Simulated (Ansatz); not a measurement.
The first iterations of a band of AlClH$_{2}$O (5 atoms, charge 0, multiplicity 1).

The calculation used RHF/cc-pVDZ (Ansatz 0.2.0).

```yaml
movable_images: 5
climbing_image: yes
spring: 5.0 eV/Å²
optimiser: quadratic models (default)
start_path: through a guess of the saddle point
force_threshold: 0.05 eV/Å
iteration_limit: 60
end_points: relaxed
```

Initial state:

```xyz
5
Properties=species:S:1:pos:R:3
Al 0.493 -0.006 0.043
O 0.675 -0.155 1.728
H 0.000 -0.242 2.381
H 1.744 0.127 -0.878
Cl -1.467 -0.005 -0.793
```

Final state:

```xyz
5
Properties=species:S:1:pos:R:3
Al 0.129 0.143 -1.176
O 0.958 -0.048 0.911
H 0.361 -0.189 1.638
H 1.849 -0.094 1.231
Cl -1.851 -0.092 -0.123
```

| iteration | highest image above the first end (eV) | largest band force component (eV/Å) |
| --- | --- | --- |
| 1 | 5.948 | 18.327 |
| 2 | 4.944 | 2.737 |
| 3 | 4.262 | 2.857 |
| 4 | 4.016 | 1.461 |
| 5 | 4.114 | 1.956 |

Problem. Does the band converge within its limit, and where does its top end?

Solution. The run converged. It ended after 16 iterations with the highest image 3.748 eV above the first end. Neighbouring images differ by up to 2.2 eV, so the band resolves the path poorly. A vibrational analysis at the climbing image gives one clearly imaginary mode, 1971i cm⁻¹: a first-order saddle point. The orbitals stay closed-shell, which can raise the energy where a bond breaks towards radicals; this wasn't checked here.

The run took 50 s on 1 thread of Arm Neoverse V2, on a shared host, peak memory 0.1 GiB.
